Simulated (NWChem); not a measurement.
System: CH$_{3}$ cation

Input file for NWChem:

```
start job
memory heap 200 mb stack 900 mb global 1100 mb
charge 1
geometry units angstroms noautosym nocenter noautoz
  C      0.000000     0.000000     0.000000
  H      0.780694     0.780694     0.000000
  H      0.285754    -1.066448     0.000000
  H     -1.066448     0.285754     0.000000
end
basis spherical
  * library sto-3g
end
dft
  xc hfexch
  iterations 150
end
property
  shielding 2 1 2
end
task dft property
```

NWChem printed, in part:

```
             Northwest Computational Chemistry Package (NWChem) 7.3.0
             --------------------------------------------------------

                             Geometry "geometry" -> ""
                             -------------------------

 Output coordinates in angstroms (scale by  1.889725989 to convert to a.u.)

  No.       Tag          Charge          X              Y              Z
 ---- ---------------- ---------- -------------- -------------- --------------
    1 C                    6.0000     0.00000000     0.00000000     0.00000000
    2 H                    1.0000     0.78069400     0.78069400     0.00000000
    3 H                    1.0000     0.28575400    -1.06644800     0.00000000
    4 H                    1.0000    -1.06644800     0.28575400     0.00000000

 Effective nuclear repulsion energy (a.u.)       9.4575249859

  xc_inp: hfexch multiplicative factor not found.
                              NWChem Property Module
                              ----------------------

  itol2e modified to match energy
  convergence criterion.

                                 NWChem DFT Module
                                 -----------------

 Summary of "ao basis" -> "ao basis" (spherical)
 ------------------------------------------------------------------------------
       Tag                 Description            Shells   Functions and Types
 ---------------- ------------------------------  ------  ---------------------
 C                           sto-3g                  3        5   2s1p
 H                           sto-3g                  1        1   1s

  itol2e modified to match energy
  convergence criterion.

            General Information
            -------------------
          SCF calculation type: DFT
          Wavefunction type:  closed shell.
          No. of atoms     :     4
          No. of electrons :     8
           Alpha electrons :     4
            Beta electrons :     4
          Charge           :     1
          Spin multiplicity:     1
          Use of symmetry is: off; symmetry adaption is: off
          Maximum number of iterations: 150
          AO basis - number of functions:     8
                     number of shells:     6
          Convergence on energy requested:  1.00D-07
          Convergence on density requested:  1.00D-05
          Convergence on gradient requested:  5.00D-04

              XC Information
              --------------
                     Hartree-Fock (Exact) Exchange  1.000

      Superposition of Atomic Density Guess
      -------------------------------------

 Sum of atomic energies:         -38.57798887

 Renormalizing density from       9.00 to      8

      Non-variational initial energy
      ------------------------------

 Total energy =     -35.420746
 1-e energy   =     -62.849436
 2-e energy   =      17.971165
 HOMO         =      -0.846592
 LUMO         =      -0.506391

   convergence    iter        energy       DeltaE   RMS-Dens  Diis-err
 ---------------- ----- ----------------- --------- --------- ---------
 d= 0,ls=0.0,diis     1    -38.7723616105 -4.82D+01  2.70D-02  4.11D-02
 d= 0,ls=0.0,diis     2    -38.7785680655 -6.21D-03  4.93D-03  1.11D-03
 d= 0,ls=0.0,diis     3    -38.7788256981 -2.58D-04  1.38D-03  5.38D-05
 d= 0,ls=0.0,diis     4    -38.7788380293 -1.23D-05  6.66D-06  4.90D-09
 d= 0,ls=0.0,diis     5    -38.7788380298 -4.92D-10  8.08D-08  3.48D-13

         Total DFT energy =      -38.778838029827
      One electron energy =      -66.901519182155
           Coulomb energy =       24.487196627202
    Exchange-Corr. energy =       -5.822040460808
 Nuclear repulsion energy =        9.457524985935

 Numeric. integr. density =        0.000000000000

                       DFT Final Molecular Orbital Analysis
                       ------------------------------------

 Vector    2  Occ=2.000000D+00  E=-1.276015D+00
              MO Center=  1.4D-07,  1.4D-07, -8.8D-20, r^2= 1.0D+00
   Bfn.  Coefficient  Atom+Function         Bfn.  Coefficient  Atom+Function
  ----- ------------  ---------------      ----- ------------  ---------------
     2      0.733150  1 C  s                  1     -0.234082  1 C  s
     6      0.180605  2 H  s                  7      0.180605  3 H  s
     8      0.180605  4 H  s

 Vector    3  Occ=2.000000D+00  E=-9.571846D-01
              MO Center=  1.6D-01,  1.6D-01, -2.4D-22, r^2= 1.1D+00
   Bfn.  Coefficient  Atom+Function         Bfn.  Coefficient  Atom+Function
  ----- ------------  ---------------      ----- ------------  ---------------
     3      0.455540  1 C  px                 4      0.455540  1 C  py
     6      0.410544  2 H  s                  7     -0.205272  3 H  s
     8     -0.205272  4 H  s

 Vector    4  Occ=2.000000D+00  E=-9.571846D-01
              MO Center= -1.6D-01, -1.6D-01, -5.1D-30, r^2= 1.1D+00
   Bfn.  Coefficient  Atom+Function         Bfn.  Coefficient  Atom+Function
  ----- ------------  ---------------      ----- ------------  ---------------
     3      0.455540  1 C  px                 4     -0.455540  1 C  py
     7      0.355541  3 H  s                  8     -0.355541  4 H  s

 Vector    5  Occ=0.000000D+00  E=-2.386168D-01
              MO Center=  3.8D-31,  4.7D-31,  2.9D-20, r^2= 7.1D-01
   Bfn.  Coefficient  Atom+Function         Bfn.  Coefficient  Atom+Function
  ----- ------------  ---------------      ----- ------------  ---------------
     5      1.000000  1 C  pz

 Vector    6  Occ=0.000000D+00  E= 2.208131D-01
              MO Center= -1.4D-06, -1.4D-06,  4.9D-20, r^2= 1.7D+00
   Bfn.  Coefficient  Atom+Function         Bfn.  Coefficient  Atom+Function
  ----- ------------  ---------------      ----- ------------  ---------------
     2      1.359268  1 C  s                  6     -0.746853  2 H  s
     7     -0.746855  3 H  s                  8     -0.746855  4 H  s
     1     -0.215464  1 C  s

 Vector    7  Occ=0.000000D+00  E= 3.085375D-01
              MO Center= -2.3D-01, -2.3D-01,  3.2D-30, r^2= 1.3D+00
   Bfn.  Coefficient  Atom+Function         Bfn.  Coefficient  Atom+Function
  ----- ------------  ---------------      ----- ------------  ---------------
     7      0.892398  3 H  s                  8     -0.892397  4 H  s
     3     -0.767100  1 C  px                 4      0.767100  1 C  py

     Multipole analysis of the density
     ---------------------------------

     L   x y z        total         alpha         beta         nuclear
     -   - - -        -----         -----         ----         -------
     0   0 0 0      1.000000     -4.000000     -4.000000      9.000000

     1   1 0 0     -0.000000     -0.000000     -0.000000     -0.000000
     1   0 1 0     -0.000000     -0.000000     -0.000000     -0.000000
     1   0 0 1     -0.000000     -0.000000     -0.000000      0.000000

     2   2 0 0     -3.364763     -4.947137     -4.947137      6.529512
     2   1 1 0     -0.000001      0.000000      0.000000     -0.000002
     2   1 0 1     -0.000000     -0.000000     -0.000000      0.000000
     2   0 2 0     -3.364763     -4.947137     -4.947137      6.529512
     2   0 1 1     -0.000000     -0.000000     -0.000000      0.000000
     2   0 0 2     -4.075432     -2.037716     -2.037716      0.000000

          -----------------------------------------
          Chemical Shielding Tensors (GIAO, in ppm)
          -----------------------------------------

                                NWChem CPHF Module
                                ------------------

  scftype          =     RHF
  nclosed          =        4
  nopen            =        0
  variables        =       16
  # of vectors     =        3
  tolerance        = 0.10D-03
  level shift      = 0.00D+00
  max iterations   =       50
  max subspace     =       30

 SCF residual:    1.3927926978830545E-009

Iterative solution of linear equations
  No. of variables       16
  No. of equations        3
  Maximum subspace       30
        Iterations       50
       Convergence  1.0D-04

   iter   nsub   residual    time
   ----  ------  --------  ---------
     1      3    1.73D+00       0.1
     2      6    7.67D-08       0.1

      Atom:    1  C
        Diamagnetic
    247.0275      0.0000     -0.0000
      0.0000    247.0275     -0.0000
     -0.0000     -0.0000    247.3249

        Paramagnetic
   -477.4598      0.0000     -0.0000
      0.0000   -477.4598     -0.0000
     -0.0000     -0.0000    -18.8604

        Total Shielding Tensor
   -230.4323      0.0000     -0.0000
      0.0000   -230.4323     -0.0000
     -0.0000     -0.0000    228.4645

           isotropic =     -77.4667
          anisotropy =    -229.4484

          Principal Components and Axis System
                 1           2           3
             -230.4323   -230.4323    228.4645

      1        -0.7071      0.7071      0.0000
      2         0.7071      0.7071      0.0000
      3         0.0000      0.0000      1.0000

      Atom:    2  H
        Diamagnetic
     26.4224      6.7005     -0.0000
      6.7005     26.4224      0.0000
     -0.0000      0.0000     21.3242

        Paramagnetic
    -14.7531    -18.8318     -0.0000
    -18.8318    -14.7531     -0.0000
     -0.0000     -0.0000      2.1756

        Total Shielding Tensor
     11.6693    -12.1313     -0.0000
    -12.1313     11.6693     -0.0000
     -0.0000     -0.0000     23.4998

           isotropic =      15.6128
          anisotropy =      12.2818

          Principal Components and Axis System
                 1           2           3
               23.8006     23.4998     -0.4620

      1         0.7071      0.0000      0.7071
      2        -0.7071      0.0000      0.7071
      3         0.0000      1.0000      0.0000
```

Level: Hartree-Fock/STO-3G, GIAO. STO-3G and 3-21G are far too small for this property and stand as cheap habits. Geometry: optimised at PBE0/def2-SVP. The printed shielding anisotropy is the first printed principal value minus the mean of the other two.
